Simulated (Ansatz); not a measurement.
A run of Ansatz (development build ahead of 0.2.0) on singlet LiH at this shape:

```xyz
2

Li    0.0673   -0.0026   -0.6322
H    -0.0104   -0.0166    1.7252
```

Its results:

```yaml
Converged: yes
Total_energy: -7.94483 hartree
Spin_squared_of_the_determinant: 0.000
```

Problem. Which input gives this output? Name the method, the orbitals and the basis set, and write the input.

Solution. RHF in def2-SVP. An unrestricted run that stays on the closed shell gives the same numbers.

```yaml
crystal:
  periodic: [false, false, false]
  atoms:
    - { symbol: Li, position_ang: [0.0673, -0.00255, -0.6322] }
    - { symbol: H, position_ang: [-0.01043, -0.01659, 1.72518] }
basis:
  gaussian: { orbitals: def2-SVP }
hamiltonian:
  xc: hf
```

Caution: stretched shape with no unrestricted run beside it, a lower state can exist.
